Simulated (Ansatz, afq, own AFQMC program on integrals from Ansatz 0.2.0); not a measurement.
Where AFQMC and coupled cluster stand for In, doublet

A free In atom.

Basis def2-TZVP with its core potentials. Noble-gas cores (and the filled d shells of Ga–Kr and In–Xe) are frozen. AFQMC by an in-house program on the Cholesky factors that Ansatz 0.2.0 writes for its CCSD(T) run. ph-AFQMC/CISD is guided by a CISD state made of CCSD amplitudes; releasing the constraint for a short imaginary time cuts its bias at the price of noise, slowly where states lie close. Free AFQMC starts from the CCSD state and is never constrained. Its projection time is finite, and what remains of the start isn't in its error. Uncertainties: one standard error, sampling alone. No spin–orbit coupling.

Determinant: ROHF, the one that the program's search chose, which needn't be the lowest solution.

Full CI on the same integrals is exact in this basis and with this determinant's frozen core.

Cautions: no spin-orbit coupling; inner d shell frozen.

```
T1 diagnostic                               : 0.0235
weight of the determinant in the CISD state : 0.944
size of the correlated space                : 3 electrons in 41 orbitals
```

```csv
level,correlation energy (eV)
MP2,-0.8929
CCSD,-1.1982
CCSD(T),-1.2207
```

Question: Estimate where full CI lies against CCSD(T) on the same integrals.

Answer: 0.7 kJ/mol below CCSD(T).

Reference: full CI, correlation energy -1.228 eV. The released energy is read at 2.40 1/Eh (meV from the phaseless value at times in 1/Eh: 0.4 ± 1.5 at 0.24, 0.8 ± 1.4 at 0.51, -2.5 ± 1.3 at 0.99, -4.8 ± 1.9 at 1.62, -4.2 ± 1.9 at 2.40).

```
         level  E − E(reference) (kJ/mol)  share of correlation (%)
       CCSD(T)                        0.7                     99.42
 ph-AFQMC/CISD                  0.4 ± 0.1                     99.67
released AFQMC                  0.0 ± 0.2                    100.01
    free AFQMC                  0.0 ± 0.1                     99.99
```

Free projections are given only where their last times agree within the noise and don't stop above the reference; a slow remainder of the start can still hide under it. A walk keeps the symmetry of its determinant, which the program's search chose and which needn't be the lowest solution, so a lower state of the same spin and another symmetry isn't excluded. Released energies are given only where the last usable release times agree within the noise; a slower fall can still hide under it.
